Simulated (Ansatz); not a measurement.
# CH+ (singlet): the correlation ladder at distance C1–H2 = 0.915 Å, cc-pVQZ

One table from this session's results is given with a row withheld; the runs are named, their logs left out.

Program: Ansatz 0.2.0, Gaussian basis. Level of theory: cc-pVQZ, core rule «outside noble gas», up to 1 orbitals frozen. These are calculated values, not measurements.

The runs, in order: UHF; CCSD(T) on RHF; CCSD(T) on UHF; BCCD(T) on RHF; CCSDT(Q) on RHF; CCSDT(Q) on UHF; CASSCF and NEVPT2, 4 electrons in 5 orbitals; Full CI.

18 further runs of the same task are left out: 12 that didn't finish, 6 set aside as unsound or not needed.

### The system

The geometry derives from a PBE0/def2-TZVP stationary point (not a proven minimum). One bond is set to the value named and the two fragments are kept rigid.

2 atoms, charge 1, spin multiplicity 1.

Atoms are counted from 1 here; the program's logs count them from 0.

Bond lengths: C1–H2 0.915 Å.

Set-up of the first run:

The input, in.yaml:

```yaml
crystal:
  periodic: [false, false, false]
  atoms:
    - {symbol: C, position_ang: [0.000000, 0.000000, 0.000000]}
    - {symbol: H, position_ang: [0.000000, 0.000000, 0.915000]}
basis:
  gaussian: {orbitals: cc-pVQZ}
total_charge: 1
magnetization: {spin_polarized: true, initial_magnetization: 0}
hamiltonian: {xc: hf}
output: {orbitals: {seedname: orbitals}}
```

Launch:

```bash
$ ansatz run in.yaml --threads 1 --pin off --events-out ev --progress --plain --max-ram 2393MiB
```

Steps of the session up to this table: UHF; CCSD(T) on RHF; CCSD(T) on UHF; BCCD(T) on RHF; CCSDT(Q) on RHF; CCSDT(Q) on UHF; CASSCF and NEVPT2, 4 electrons in 5 orbitals; Full CI.

One of the session's tables, all rows but one given; the rest of the session is left out.

| method | from FCI (kcal/mol) |
| --- | --- |
| RHF | +74.11 |
| UHF | +66.78 |
| RMP2 | +18.36 |
| UMP2 | ? |
| RCCSD | +1.67 |
| UCCSD | +1.85 |
| RCCSD(T) | +0.30 |
| UCCSD(T) | +0.43 |
| BCCD(T) | +0.31 |
| RCCSDT | +0.07 |
| UCCSDT | +0.12 |
| RCCSDT(Q) | +0.02 |
| UCCSDT(Q) | +0.07 |
| CASSCF valence | +34.14 |
| NEVPT2 valence | +8.61 |
| FCI | 0 |

Q: Estimate the row for UMP2 from the others.

The run gave: from FCI (kcal/mol): +21.23. In the column «from FCI (kcal/mol)» it lies between RMP2 (+18.36) and CASSCF valence (+34.14).

To keep in mind: The determinant is far from a pure spin state, so its energy mixes those of several spin states (harmless only where they are near-degenerate, as at dissociation). Restricted and unrestricted rows rest on different reference determinants; where their highest levels disagree by more than a few hundredths of an eV, they describe different states and don't form one ladder.
